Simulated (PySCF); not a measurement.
**triplet BH5S: levels of theory compared**

We compute a comparison of 6 runs (UB2PLYP/STO-3G, UM06-2X/STO-3G, UPBE/STO-3G, USVWN5/STO-3G, UCISD/STO-3G, UCCSD(T)/STO-3G) of triplet BH5S. 

Program for the calculation: PySCF 2.14.0.

2 further runs of the same task are left out: 2 set aside as unsound or not needed.

## 1. The structure to begin with

The species is BH5S (7 atoms), meant as a triplet with charge 0. SMILES of the parent species: `[BH3-][SH2+]`. Geometry: relaxed at PBE0-D4/def2-TZVP. That shape belongs to the parent species and isn't relaxed for this state.

Bond lengths: B1–S2 1.975 Å, B1–H3 1.207 Å, B1–H4 1.203 Å, B1–H5 1.207 Å, S2–H6 1.346 Å, S2–H7 1.346 Å. Angles: B1–S2–H6 103.7°, B1–S2–H7 103.7°, S2–B1–H3 100.3°, S2–B1–H4 107.0°, S2–B1–H5 100.3°, H6–S2–H7 92.5°, H3–B1–H4 116.2°, H3–B1–H5 113.7°, H4–B1–H5 116.2°.

## 2. The energy at UB2PLYP/STO-3G (run 1)

run.py reads:

```python
from pyscf import gto, dft, mp

mol = gto.M(
    atom='''
B       -0.525600      -0.461500      -0.504300
S        0.568600       0.977600       0.290900
H       -1.623200       0.036400      -0.431500
H       -0.344400      -1.447600       0.159700
H       -0.075400      -0.482100      -1.624500
H        0.286000       0.903800       1.604900
H        1.775400       0.405500       0.458900
''',
    verbose=4,
    basis='sto-3g',
    spin=2,
    max_memory=1860,
    charge=0,
)

calc0 = dft.UKS(mol)
calc0.xc = '0.53*HF + 0.47*B88, 0.73*LYP'
calc0.conv_tol = 1e-10
calc0.grids.level = 5
calc0.kernel()
if not calc0.converged:
    calc0 = calc0.newton().run(calc0.mo_coeff, calc0.mo_occ)

pt = mp.MP2(calc0, frozen=6).run()
e_tot = calc0.e_tot + 0.27 * pt.e_corr
print('PT2 part  %.8f' % (0.27 * pt.e_corr))
print('E(%s) = %.9f' % ('B2PLYP', e_tot))
```

Launch:

```
$ OMP_NUM_THREADS=1 python run.py
```

The program printed:

```text
PySCF version 2.14.0

[... 58 lines left out ...]
[... the frontier-level lines of each cycle are left out ...]
[... 11 lines left out ...]
[... 11 lines left out ...]
[... 11 lines left out ...]
[... 11 lines left out ...]
[... 11 lines left out ...]
[... 1 line left out ...]
cycle= 11 E= -420.689519771737  delta_E= -2.29e-09  |g|= 3.51e-06  |ddm|= 0.000246


cycle= 12 E= -420.689519771774  delta_E= -3.71e-11  |g|= 8.38e-07  |ddm|= 2.4e-05


Extra cycle  E= -420.689519771776  delta_E= -1.88e-12  |g|= 4.26e-07  |ddm|= 2.36e-06
converged SCF energy = -420.689519771776  <S^2> = 2.0101901  2S+1 = 3.0067857

******** <class 'pyscf.mp.ump2.UMP2'> ********
nocc = (np.int64(8), np.int64(6)), nmo = (13, 13)
frozen orbitals 6
E(UMP2) = -420.776256389166  E_corr = -0.0867366173899491
E(SCS-UMP2) = -420.78835956224  E_corr = -0.0988397904636664
E_corr(same-spin) = -0.00605094277416057
E_corr(oppo-spin) = -0.0806856746157885
PT2 part  -0.02341889
E(B2PLYP) = -420.712938658
```

Run time: 5.1 s. Hardware: 1 thread of Arm Neoverse V2, shared host; peak memory 0.21 GiB.

## 3. A single-point energy at UM06-2X/STO-3G (run 2)

job.py reads:

```python
from pyscf import gto, dft

mol = gto.M(
    atom='''
B     -0.525600    -0.461500    -0.504300
S      0.568600     0.977600     0.290900
H     -1.623200     0.036400    -0.431500
H     -0.344400    -1.447600     0.159700
H     -0.075400    -0.482100    -1.624500
H      0.286000     0.903800     1.604900
H      1.775400     0.405500     0.458900
''',
    basis='sto-3g',
    max_memory=1860,
    charge=0,
    spin=2,
    verbose=3,
)

calc0 = dft.UKS(mol, xc='m06-2x')
calc0.grids.level = 5
calc0.conv_tol = 1e-10
calc0.kernel()
if not calc0.converged:
    calc0 = calc0.newton().run(calc0.mo_coeff, calc0.mo_occ)

etot = calc0.e_tot
print('Final energy', etot)
```

Launch:

```
$ OMP_NUM_THREADS=1 python job.py
```

The program printed:

```text
WARN: HOMO 0.183658058132649 >= LUMO -0.303777400181259

WARN: HOMO 0.0518449493029252 >= LUMO -0.146128234165276

WARN: HOMO 0.0561552204448525 >= LUMO -0.127934857687528

WARN: HOMO 0.0507719876211026 >= LUMO -0.128793365765755

WARN: HOMO 0.0502350082597975 >= LUMO -0.126999663001516

WARN: HOMO 0.0490511216711551 >= LUMO -0.126479858837221

WARN: HOMO 0.0488151800830285 >= LUMO -0.126482485270869

WARN: HOMO 0.0488577077400409 >= LUMO -0.126460362945417

WARN: HOMO 0.0488371529178041 >= LUMO -0.126428694414907

WARN: HOMO 0.0488682242695704 >= LUMO -0.126427447600564

WARN: HOMO 0.0488645916484768 >= LUMO -0.126425819423662

WARN: HOMO 0.0488656388122514 >= LUMO -0.126426287606195

WARN: HOMO 0.0488655867972055 >= LUMO -0.1264262876034

converged SCF energy = -420.947909750398  <S^2> = 2.0049016  2S+1 = 3.003266
Final energy -420.9479097503981
```

It took 8.1 s on 1 thread of Arm Neoverse V2, shared host; peak memory 0.24 GiB.

Run 3 isn't shown in full; the table further down has it.

## 4. A single-point energy at USVWN5/STO-3G (run 4)

calc.py reads:

```python
from pyscf import gto, dft

mol = gto.M(
    atom='''
B     -0.525600    -0.461500    -0.504300
S      0.568600     0.977600     0.290900
H     -1.623200     0.036400    -0.431500
H     -0.344400    -1.447600     0.159700
H     -0.075400    -0.482100    -1.624500
H      0.286000     0.903800     1.604900
H      1.775400     0.405500     0.458900
''',
    charge=0,
    spin=2,
    basis='sto-3g',
    verbose=3,
    max_memory=1860,
)

calc0 = dft.UKS(mol, xc='svwn')
calc0.grids.level = 5
calc0.conv_tol = 1e-10
calc0.kernel()
if not calc0.converged:
    calc0 = calc0.newton().run(calc0.mo_coeff, calc0.mo_occ)

e_tot = calc0.e_tot
print('E(%s) = %.9f' % ('SVWN5', e_tot))
```

Launch:

```
$ OMP_NUM_THREADS=1 python calc.py
```

The program printed:

```text
WARN: HOMO 0.107936002076875 >= LUMO -0.282246954488665

WARN: HOMO 0.0416171610392145 >= LUMO -0.00627286676765448

WARN: HOMO 0.13531331295145 >= LUMO -0.138338762836633

WARN: HOMO 0.162547849447359 >= LUMO -0.159888037947386

WARN: HOMO 0.184915284553287 >= LUMO -0.157462626107362

WARN: HOMO 0.157592683790286 >= LUMO -0.188734654597175

WARN: HOMO 0.158474888010073 >= LUMO -0.191687063747829

WARN: HOMO 0.158737198305698 >= LUMO -0.192355170436397

WARN: HOMO 0.158567535610627 >= LUMO -0.192805837361388

WARN: HOMO 0.162032218096399 >= LUMO -0.194653650213619

WARN: HOMO 0.163617937544389 >= LUMO -0.193489682951114

WARN: HOMO 0.16537192716406 >= LUMO -0.193740624873362

WARN: HOMO 0.165016324889776 >= LUMO -0.193986857206959

WARN: HOMO 0.164388800584586 >= LUMO -0.194326348709715

WARN: HOMO 0.164417116795616 >= LUMO -0.194234668630462

WARN: HOMO 0.164365161578775 >= LUMO -0.19435942841093

WARN: HOMO 0.164343192892269 >= LUMO -0.194382155939217

WARN: HOMO 0.16431429821039 >= LUMO -0.194391961498435

WARN: HOMO 0.164317282683501 >= LUMO -0.194392171859341

WARN: HOMO 0.164316936140941 >= LUMO -0.194392321658287

WARN: HOMO 0.164316860360431 >= LUMO -0.194392350732692

WARN: HOMO 0.164316781053268 >= LUMO -0.194392394167386

converged SCF energy = -419.20604260272  <S^2> = 2.0016717  2S+1 = 3.0011143
E(SVWN5) = -419.206042603
```

Run time: 4.5 s. Hardware: 1 thread of Arm Neoverse V2, shared host; peak memory 0.14 GiB.

Run 5 isn't shown in full; the table further down has it.

## 5. A single-point energy at UCCSD(T)/STO-3G (run 6)

calc.py reads:

```python
from pyscf import gto, cc

molecule = gto.M(
    atom='''
B     -0.525600    -0.461500    -0.504300
S      0.568600     0.977600     0.290900
H     -1.623200     0.036400    -0.431500
H     -0.344400    -1.447600     0.159700
H     -0.075400    -0.482100    -1.624500
H      0.286000     0.903800     1.604900
H      1.775400     0.405500     0.458900
''',
    max_memory=1860,
    spin=2,
    verbose=3,
    basis='sto-3g',
)

calc0 = molecule.UHF()
calc0.conv_tol = 1e-10
calc0.kernel()
if not calc0.converged:
    calc0 = calc0.newton().run(calc0.mo_coeff, calc0.mo_occ)

mycc = cc.CCSD(calc0, frozen=6)
mycc.kernel()
e_t = mycc.ccsd_t()
energy = mycc.e_tot + e_t
print('E = %.10f Eh' % energy)
```

Launch:

```
$ OMP_NUM_THREADS=1 python calc.py
```

The program printed:

```text
WARN: HOMO 0.29768591309683 >= LUMO -0.298915493435571

WARN: HOMO 0.00857589011272475 >= LUMO -0.0189552705782142

converged SCF energy = -420.066857343711  <S^2> = 2.0191777  2S+1 = 3.012758
E(UCCSD) = -420.1668379917807  E_corr = -0.09998064806953388
UCCSD(T) correction = -0.000970917674647609
E = -420.1678089095 Eh
```

Wall time 0.76 s (1 thread of Arm Neoverse V2, shared host); peak memory 0.12 GiB.

## 6. Overview of the runs

| run | level | frozen core orbitals | integration grid | energy (Eh) | dipole moment (D) of the reference | ⟨S²⟩ | wall time |
| --- | --- | --- | --- | --- | --- | --- | --- |
| 1 | UB2PLYP/STO-3G | 6 | 5 | -420.712939 | 3.35 | 2.010 | 5.1 s |
| 2 | UM06-2X/STO-3G | – | 5 | -420.947910 | 3.23 | 2.005 | 8.1 s |
| 3 | UPBE/STO-3G | – | 5 | -420.721869 | 2.51 | 2.003 | 6.3 s |
| 4 | USVWN5/STO-3G | – | 5 | -419.206043 | 2.30 | 2.002 | 4.5 s |
| 5 | UCISD/STO-3G | 6 | – | -420.161469 | 3.66 | 2.019 | 0.68 s |
| 6 | UCCSD(T)/STO-3G | 6 | – | -420.167809 | 3.66 | 2.019 | 0.76 s |

## 7. What came out

| quantity | value |
| --- | --- |
| run 6: total energy | -420.16781 Eh |
| run 6: dipole moment (Hartree–Fock density) | 3.66 D |
| run 6: HOMO energy (Hartree–Fock orbitals) (highest over α and β) | -0.77 eV |
| run 6: LUMO energy (Hartree–Fock orbitals) (lowest over α and β) | 0.58 eV |
| run 6: correlation energy (6 core orbitals frozen) | -101.0 mEh |
| run 6: (T) correction | -0.97 mEh |
| run 6: ⟨S²⟩ of the reference determinant | 2.019 |
| run 6: T1 diagnostic | 0.018 |

What this shows: Over runs 1, 2, 3, 4 the dipole moment (its size) runs from 2.30 D (USVWN5/STO-3G) to 3.35 D (UB2PLYP/STO-3G). A double hybrid's value is that of its SCF part. Totals of different functionals can't be ranked against each other. In runs 1, 2, 3, 4, 5, 6 the basis is minimal, so the values are rough. All runs together took 25 s, the longest 8.1 s.
